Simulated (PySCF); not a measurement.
## Ionisation energy of H by level of theory

H 1s1 (2S) → H⁺ (bare nucleus), as a difference of total energies. Computed with PySCF 2.14 in aug-cc-pVQZ, with no relativity, point nucleus. The calculations carry no spin-orbit coupling.

```tsv
method	ionisation energy (eV)	difference from reference (eV)
UHF	13.604	+0.006
LDA	13.024	-0.574
PBE	13.604	+0.006
PBE0	13.640	+0.042
r2SCAN	13.609	+0.011
M06-L	13.707	+0.109
wB97X-V	13.626	+0.028
MN15	13.583	-0.015
HSE06	13.645	+0.047
```

Reference: 13.598 eV (theoretical estimate listed by NIST; NIST Atomic Spectra Database, ionization energies).
